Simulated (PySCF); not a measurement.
Reaction (SMILES): N#N (N2) + 3 [H][H] (H2) → 2 N (NH3)
B3LYP-D3(BJ)/def2-TZVP geometries, fixed; electronic energies without zero-point terms.

Basis-set convergence of the energy of full hydrogenation at PBE0 with PySCF. All functions are spherical. Density fitting with generated auxiliary sets. No added dispersion term, no relativity. Functions are those of the species that has most. Reference: the value in aug-pcseg-3, -51.49 kcal/mol, itself unsure by roughly 0.11 kcal/mol (its mean distance from aug-cc-pVQZ, cc-pV5Z, def2-QZVPPD). Deviations are taken from unrounded values.

| basis | functions | energy of full hydrogenation (kcal/mol) |
|---|---|---|
| cc-pVDZ | 29 | -44.12 |
| aug-cc-pVDZ | 50 | -56.62 |
| def2-SVP | 29 | -47.29 |
| def2-SVPD | 44 | -60.71 |
| pcseg-1 | 29 | -45.91 |
| aug-pcseg-1 | 50 | -53.17 |
| 6-311G** | 36 | -46.46 |
| 6-311+G** | 44 | -51.83 |
| def2-TZVP | 62 | -47.20 |
| def2-TZVPD | 74 | -49.24 |
| cc-pVTZ | 72 | -48.42 |
| aug-cc-pVTZ | 115 | -51.87 |
| pcseg-2 | 72 | -51.45 |
| aug-pcseg-2 | 115 | -52.21 |
| def2-TZVPP | 73 | -50.02 |
| def2-TZVPPD | 88 | -51.57 |
| cc-pVQZ | 145 | -50.24 |
| aug-cc-pVQZ | 218 | -51.57 |
| def2-QZVPP | 147 | -51.28 |
| def2-QZVPPD | 162 | -51.38 |
| pcseg-3 | 159 | -51.62 |
| aug-pcseg-3 | 232 | -51.49 |

What the diffuse functions change, pair by pair:
- cc-pVDZ to aug-cc-pVDZ: 21 more functions, deviation 7.38 to -5.13 kcal/mol
- def2-SVP to def2-SVPD: 15 more functions, deviation 4.20 to -9.22 kcal/mol
- pcseg-1 to aug-pcseg-1: 21 more functions, deviation 5.59 to -1.67 kcal/mol
- 6-311G** to 6-311+G**: 8 more functions, deviation 5.03 to -0.34 kcal/mol
- def2-TZVP to def2-TZVPD: 12 more functions, deviation 4.29 to 2.25 kcal/mol
- cc-pVTZ to aug-cc-pVTZ: 43 more functions, deviation 3.07 to -0.38 kcal/mol
- pcseg-2 to aug-pcseg-2: 43 more functions, deviation 0.04 to -0.71 kcal/mol
- def2-TZVPP to def2-TZVPPD: 15 more functions, deviation 1.47 to -0.07 kcal/mol
- cc-pVQZ to aug-cc-pVQZ: 73 more functions, deviation 1.25 to -0.08 kcal/mol
- def2-QZVPP to def2-QZVPPD: 15 more functions, deviation 0.22 to 0.11 kcal/mol
- pcseg-3 to aug-pcseg-3: 73 more functions, deviation -0.12 to 0.00 kcal/mol

Leaving out the reference's own pair, they bring the value nearer the reference by more than 0.11 kcal/mol in 8 of 10 pairs.
